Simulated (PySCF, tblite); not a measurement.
Compound: C₂H₂FS (charge -1).
Bonds: C1–C2 (double), C2–F3, C2–S4. Hydrogens: H5, H6 on C1.
Bond orders are those of one Lewis drawing.

Computed with GFN2-xTB (tblite), gas phase: Langevin dynamics at 400 K from the optimised GFN2-xTB geometry, time step 0.5 fs, friction 0.01 fs⁻¹, 2000 steps. Over the second half of the run the saved frames average 506 K, 26 % above the target.

Frame at 250 fs, instantaneous temperature 367 K:
```
atom  x, y, z in Å
C1     -0.806   -0.732    0.235
C2      0.438   -0.175    0.275
F3      0.474    1.180    0.278
S4      1.907   -1.153    0.440
H5     -1.682   -0.125    0.205
H6     -1.054   -1.713    0.112
```

Frame at 425 fs, instantaneous temperature 315 K:
```
atom  x, y, z in Å
C1     -0.543   -1.308    0.048
C2      0.618   -0.756    0.231
F3      0.552    0.648    0.401
S4      2.099   -1.445    0.441
H5     -1.505   -0.827   -0.013
H6     -0.429   -2.381    0.004
```

Frame at 625 fs, instantaneous temperature 735 K:
```
atom  x, y, z in Å
C1     -0.633   -1.353   -0.307
C2      0.531   -0.726    0.092
F3      0.737    0.662    0.175
S4      1.846   -1.712    0.515
H5     -1.423   -0.661   -0.596
H6     -0.778   -2.364   -0.507
```

Frame at 800 fs, instantaneous temperature 459 K:
```
atom  x, y, z in Å
C1     -0.012   -0.838   -1.202
C2      0.870   -0.930   -0.191
F3      1.286    0.318    0.291
S4      1.543   -2.213    0.513
H5     -0.434    0.076   -1.610
H6     -0.339   -1.797   -1.613
```

Frame at 1000 fs, instantaneous temperature 371 K:
```
atom  x, y, z in Å
C1      1.278   -0.527   -1.136
C2      1.255   -1.151    0.009
F3      1.678   -0.326    1.039
S4      0.749   -2.729    0.553
H5      1.627    0.424   -1.317
H6      0.883   -1.011   -2.041
```

**Question.** What do single points at PBE0/pcSseg-1 (PySCF, gas phase) give on these frames?

**Answer.** 
```tsv
t (fs)	GFN2-xTB E above start (eV)	DFT E above lowest frame (eV)	HOMO (eV)	LUMO (eV)
250	0.29	0.18	-0.02	5.78
425	0.18	0.08	-0.09	6.26
625	0.33	0.34	0.06	5.72
800	0.12	0.00	-0.05	6.15
1000	0.21	0.03	-0.19	6.09
```

The two levels order the frames alike by energy but for pairs within 0.08 eV at one level; measured from each level's lowest frame they differ by 0.13 eV at most. The HOMO–LUMO gap runs from 5.66 to 6.35 eV. These are instantaneous structures, not minima. An orbital of positive energy is held in place by the finite basis.

**Question.** And the isotropic GIAO shieldings (ppm) from the same runs?

**Answer.** 
```
atom  250 fs  425 fs  625 fs  800 fs  1000 fs   mean  range
  C1   111.7   119.8   114.3   117.5    117.6  116.2    8.1
  C2   -19.1    -3.0   -26.9    -3.8     -7.9  -12.1   23.9
  F3   227.5   212.6   207.2   205.6    206.2  211.8   21.9
  S4   479.9   600.8   482.3   599.9    537.2  540.0  120.9
  H5    28.8    28.1    28.5    28.1     29.1   28.5    1.0
  H6    29.1    28.3    27.7    28.5     28.8   28.5    1.4
```

What follows is the cost of the whole dynamics run. Time: 5.3 s of wall time; peak memory 0.19 GiB. Hardware: an Intel Xeon 6975P-C with one thread, shared host.
